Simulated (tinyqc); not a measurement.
Worked calculation: CCSD on RHF in the sto-3g basis, frozen core, for H2O, spin multiplicity 1. One step of it, computed by the program tinyqc.

Problem. CCSD: starting amplitudes. t_ij^ab = <ij||ab> / (e_i + e_j - e_a - e_b), whose energy is MP2.

orbital energies (hartree): [-20.255019, -1.240022, -0.578464, -0.452253, -0.390389, 0.546432, 0.656641]

Two-electron integrals over orbitals (pq|rs), unique and non-zero (hartree); the lowest 1 orbital is frozen and left out:
```
(22|22) 0.724860    (32|32) 0.137991    (33|22) 0.632375    (33|33) 0.615550
(42|22) -0.009036   (42|33) 0.005423    (42|42) 0.127274    (43|32) 0.023591
(43|43) 0.051263    (44|22) 0.667624    (44|33) 0.583367    (44|42) -0.100450
(44|44) 0.742175    (52|52) 0.146810    (53|53) 0.027740    (54|52) -0.046655
(54|54) 0.052820    (55|22) 0.749660    (55|33) 0.617250    (55|42) -0.076032
(55|44) 0.710208    (55|55) 0.880159    (62|22) 0.138802    (62|33) 0.072729
(62|42) 0.025122    (62|44) 0.074669    (62|55) 0.151012    (62|62) 0.099179
(63|32) -0.036994   (63|43) -0.032482   (63|63) 0.071010    (64|22) 0.109150
(64|33) 0.046452    (64|42) -0.043293   (64|44) 0.129003    (64|55) 0.133063
(64|62) 0.060401    (64|64) 0.083462    (65|52) 0.055171    (65|54) 0.001733
(65|65) 0.036601    (66|22) 0.607624    (66|33) 0.563079    (66|42) 0.053043
(66|44) 0.549287    (66|55) 0.586700    (66|62) 0.096818    (66|64) 0.048761
(66|66) 0.593625    (72|32) 0.046396    (72|43) -0.033639   (72|63) 0.033331
(72|72) 0.064468    (73|22) 0.148303    (73|33) 0.089258    (73|42) -0.079259
(73|44) 0.150203    (73|55) 0.195092    (73|62) 0.072850    (73|64) 0.090645
(73|66) 0.041190    (73|73) 0.156677    (74|32) -0.076426   (74|43) -0.005462
(74|63) 0.048836    (74|72) -0.016625   (74|74) 0.071005    (75|53) 0.023761
(75|75) 0.024476    (76|32) 0.091989    (76|43) 0.054677    (76|63) -0.063482
(76|72) -0.008234   (76|74) -0.059626   (76|76) 0.112849    (77|22) 0.615581
(77|33) 0.597539    (77|42) -0.015223   (77|44) 0.592875    (77|55) 0.615631
(77|62) 0.065014    (77|64) 0.045406    (77|66) 0.560208    (77|73) 0.091482
(77|77) 0.607283
```

Give: Starting amplitudes; correlation energy.

Solution.

Starting amplitudes (spin orbitals 1a, 1b, ...; amplitudes related by a flip of all spins are not repeated):
```
from      to       t
3a 3b  7a 7b  -0.063
4a 4b  6a 6b  -0.042
3a 4b  6b 7a   0.041
4a 4b  7a 7b  -0.032
3a 3b  6a 6b  -0.032
2a 2b  6a 6b  -0.028
2a 3b  6a 7b  -0.024
3a 4b  6a 7b  -0.022
2a 4b  6a 6b  -0.022
5a 5b  6a 6b  -0.020
3a 4a  6a 7a   0.019
2a 2b  7a 7b  -0.017
2a 3a  6a 7a  -0.013
5a 5b  7a 7b  -0.012
2a 3b  6b 7a   0.011
2a 4b  7a 7b   0.006
```

correlation energy = -0.04193 hartree
